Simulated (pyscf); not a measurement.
## Hydrogen abstraction: `[BH2][CH3]` + `[H]` [doublet] -> `[BH2][CH2]` [doublet] + `[H][H]`

Gas phase, doublet surface, charge 0. Bonds broken: C1–H3. Bonds formed: H3–H8. Optimised with ωB97X-D3(BJ)/def2-SVP in PySCF.

Transition state (Å):

```xyz
8

C     -0.0872     0.2621    -0.0015
B     -0.8252    -1.0786     0.2308
H      0.1760     0.5456     1.2253
H     -0.6651     1.1462    -0.3029
H      0.9215     0.2493    -0.4358
H     -0.2059    -2.1177     0.2839
H     -2.0191    -1.0945     0.4320
H      0.4738     0.9410     2.1090
```

One imaginary mode, 1461i cm⁻¹; descent along it reached the two sides named.

| bond | change | reactant side (Å) | saddle | product side |
|---|---|---|---|---|
| C1–H3 | breaks | 1.111 | 1.286 | 2.9 |
| H3–H8 | forms | 3.3 | 1.013 | 0.760 |

Electronic energies relative to the separated reactants (kcal/mol):

```json
[
 {"level": "ωB97X-D3(BJ)/def2-TZVP", "barrier": "8.1", "reaction energy": "-7.4", "reverse barrier": "15.6"},
 {"level": "PBE/def2-TZVP", "barrier": "2.0", "reaction energy": "-6.9", "reverse barrier": "8.9"},
 {"level": "r²SCAN/def2-TZVP", "barrier": "1.2", "reaction energy": "-10.7", "reverse barrier": "11.8"},
 {"level": "B3LYP-D3(BJ)/def2-TZVP", "barrier": "2.4", "reaction energy": "-11.2", "reverse barrier": "13.6"},
 {"level": "PBE0-D3(BJ)/def2-TZVP", "barrier": "4.8", "reaction energy": "-6.6", "reverse barrier": "11.4"},
 {"level": "M06-2X/def2-TZVP", "barrier": "8.6", "reaction energy": "-9.1", "reverse barrier": "17.8"},
 {"level": "ωB97M-D3(BJ)/def2-TZVP", "barrier": "7.7", "reaction energy": "-8.1", "reverse barrier": "15.7"},
 {"level": "HF/def2-TZVP", "barrier": "18.8", "reaction energy": "-9.1", "reverse barrier": "27.9"}
]
```

With ωB97M-D3(BJ)/def2-TZVP energies and thermal terms (ideal gas, 1 atm, RRHO with modes under 100 cm⁻¹ raised to 100, one conformer, R ln 2 for chiral ones without a mode under 150 cm⁻¹), in kcal/mol:

```tsv
T (K)	ΔH‡	ΔG‡	ΔH	ΔG
298	5.3	12.4	-9.1	-10.0
600	4.9	19.7	-8.8	-11.1
900	4.9	27.1	-9.0	-12.2
1200	4.8	34.5	-9.5	-13.1
```

This is the saddle that the search found; another between the same sides may lie lower. The angle at the transferred H is 168°.
